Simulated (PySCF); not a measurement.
H6P2Si.
Numbering: `[PH2:1][SiH2:2][PH2:3]` (hydrogens: H4, H5 on P1; H6, H7 on Si2; H8, H9 on P3)

Method used: PySCF 2.14.0, PBE0-D3(BJ)/def2-SVP geometry optimisation, gas phase.

List the bond lengths and angles at this level.

```csv
bond,length (bohr)
"P1–Si2, Si2–P3",4.282
P1–H4 and 3 like bonds,2.702
"Si2–H6, Si2–H7",2.826
```

Bonds in one row agree within 0.02 bohr and their mean is given. A selection of angles:
```csv
angle,degrees
Si2–P1–H4,94.0
H4–P1–H5,93.4
P1–Si2–P3,106.0
P1–Si2–H6,113.2
P1–Si2–H7,107.8
H6–Si2–H7,108.5
```

Si2 (SiH2 silicon) is distorted tetrahedral (angles from 106.0° to 113.3°). P1 (three-coordinate phosphorus) is pyramidal (angles 94.0°, 93.4° and 93.3°, sum 280.6°, 0.87 Å off the plane of its three neighbours).

Point group: Cs (every atom within 0.08 Å of its image). PBE0-D3(BJ)/def2-SVP frequencies: not computed here. The numbers are those of one conformer (H–P1–Si2–P3 -168° and -74°, P1–Si2–P3–H 168° and 75°).
